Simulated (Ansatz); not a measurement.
**Structure relaxation of Ca3Cu**

Method: DFT PBE, scalar-relativistic, plane waves, PAW (Ansatz 0.2.0). Cutoff 420 eV, Γ-centred k mesh, Gaussian smearing, no spin polarisation in the final step.

The start puts Ca3Cu on the Ni3Sn (D0_19) structure type (P6_3/mmc, No. 194), with Cu in place of Sn, Ca in place of Ni, at a guessed volume.

```xyz
8
Lattice="6.5756 0.0000 0.0000 -3.2878 5.6947 0.0000 0.0000 0.0000 5.2780" Properties=species:S:1:pos:R:3 pbc="T T T"
Ca    3.2878    3.7927    1.3195
Ca   -1.6406    4.7437    3.9585
Ca    1.6472    0.9510    1.3195
Ca    0.0000    1.9020    3.9585
Ca    4.9284    0.9510    1.3195
Ca    1.6406    4.7437    3.9585
Cu    0.0000    3.7965    1.3195
Cu    3.2878    1.8982    3.9585
```

Cell and atoms relax at zero pressure; the relaxation can't lower the symmetry of the start. After a coarse first stage the cell is made exact in the group found at 0.06 Å.

Formation energies are uncorrected and refer to the elements' standard structures at the same level.

Problem. Describe the relaxed structure.

Solution. It keeps P6_3/mmc (No. 194). The result has the Ni3Sn (D0_19) structure. Conventional cell: a = 7.107 Å, c = 5.639 Å. Ca is coordinated by 8 Ca at 3.41–3.69 Å and 4 Cu at 3.44–3.55 Å; Cu has 12 Ca at 3.44–3.55 Å.

```cif
data_structure
_symmetry_space_group_name_H-M 'P6_3/mmc'
_symmetry_Int_Tables_number 194
_cell_length_a 7.1073
_cell_length_b 7.1073
_cell_length_c 5.6393
_cell_angle_alpha 90.000
_cell_angle_beta 90.000
_cell_angle_gamma 120.000
_cell_volume 246.70
loop_
_atom_site_label
_atom_site_type_symbol
_atom_site_symmetry_multiplicity
_atom_site_Wyckoff_symbol
_atom_site_fract_x
_atom_site_fract_y
_atom_site_fract_z
_atom_site_occupancy
Ca1 Ca 6 h 0.82679 0.65357 0.25000 1
Cu1 Cu 2 c 0.33333 0.66667 0.25000 1
```

Problem. What are its volume, energy, density and gap?

Solution. The volume per atom is 30.84 Å³, the density is 2.47 g/cm³ and the energy over the elements is 0.14 eV/atom. The gap on the 6×6×8 mesh is 0 eV (a metal).

The final run used a 6×6×8 mesh on its 8-atom cell and 0.10 eV smearing. The k mesh leaves about 4 meV/atom of noise in metals. Symmetry constrained the relaxation, so the result can be a saddle point.

Cost: 3 runs of about 3.5 core-minutes in all, on Intel Xeon Platinum 8488C (Sapphire Rapids) (shared hosts).